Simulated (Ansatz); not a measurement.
Relaxing GeW

The calculation used DFT PBE, scalar-relativistic, plane waves, PAW in Ansatz. Cutoff 420 eV, Γ-centred k mesh, Gaussian smearing, no spin polarisation in the final step.

The start puts GeW on the caesium chloride structure type (Pm-3m, No. 221), with Ge in place of Cs, W in place of Cl, at a guessed volume.

```yaml
crystal:
  lattice:
    - [3.26049, 0.00000, 0.00000]
    - [0.00000, 3.26049, 0.00000]
    - [0.00000, 0.00000, 3.26049]
  atoms:
    - { symbol: Ge, position: [0.00000, 0.00000, 0.00000] }
    - { symbol: W, position: [0.50000, 0.50000, 0.50000] }
```

Cell and atoms relax at zero pressure; the relaxation can't lower the symmetry of the start. After a coarse first stage the cell is made exact in the group found at 0.06 Å.

Formation energies are uncorrected and refer to the elements' standard structures at the same level.

(1) Describe the relaxed structure.

(2) What are its volume, energy, density and gap?

Results:

(1) It keeps Pm-3m (No. 221). The result has the caesium chloride structure. Conventional cell: a = 3.135 Å. Ge has 8 W at 2.71 Å and 6 Ge at 3.13 Å; W has 8 Ge at 2.71 Å and 6 W at 3.13 Å.

```cif
data_structure
_symmetry_space_group_name_H-M 'Pm-3m'
_symmetry_Int_Tables_number 221
_cell_length_a 3.1347
_cell_length_b 3.1347
_cell_length_c 3.1347
_cell_angle_alpha 90.000
_cell_angle_beta 90.000
_cell_angle_gamma 90.000
_cell_volume 30.80
loop_
_atom_site_label
_atom_site_type_symbol
_atom_site_symmetry_multiplicity
_atom_site_Wyckoff_symbol
_atom_site_fract_x
_atom_site_fract_y
_atom_site_fract_z
_atom_site_occupancy
Ge1 Ge 1 a 0.00000 0.00000 0.00000 1
W1 W 1 b 0.50000 0.50000 0.50000 1
```

(2) The volume per atom is 15.40 Å³ and the density is 13.83 g/cm³. The energy over the elements is 0.42 eV/atom and the gap on the 18×18×18 mesh is 0 eV (a metal).

The final run used a 18×18×18 mesh on its 2-atom cell and 0.10 eV smearing. The k mesh leaves about 4 meV/atom of noise in metals. Spin–orbit coupling is left out. A structure relaxed within its symmetry needn't be a true minimum.

Cost: 3 runs of about 1 core-minutes in all, on Arm Neoverse N1 (shared hosts).